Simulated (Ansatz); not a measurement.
**SrAg5 (P6/mmm)**

Theory: DFT r2SCAN, scalar-relativistic, plane waves, PAW (Ansatz 0.2.0).

Cutoff 500 eV; k points 6×6×8 on the computed 6-atom cell (Γ-centred); Gaussian smearing, width 0.10 eV; no spin polarisation.

The structure is relaxed at this level of theory with its symmetry kept. Whether it is the stable form of this composition wasn't checked.

```
Sr Ag
1.0
     5.67826    0.00000    0.00000
    -2.83913    4.91752    0.00000
     0.00000    0.00000    4.64128
Sr Ag
1 5
Direct
  0.00000 0.00000 0.00000
  0.33333 0.66667 0.00000
  0.66667 0.33333 0.00000
  0.50000 0.00000 0.50000
  0.50000 0.50000 0.50000
  0.00000 0.50000 0.50000
```

Problem. Formation energy from the elements' standard states (uncorrected)?

Solution. -0.177 eV/atom.

Problem. Density of states at the Fermi level?

Solution. 2.31 states/eV per cell.

Problem. Bulk modulus?

Solution. 69 GPa.

Problem. Its pressure derivative?

Solution. 5.4.

Problem. Bader charges (e)?

Solution. Sr (1 in the cell) 1.43, Ag (2 in the cell) -0.32, Ag (3 in the cell) -0.26.

Cost: 9 runs of about 16 core-minutes in all, on AMD EPYC 7R43 (Zen 3) (shared hosts).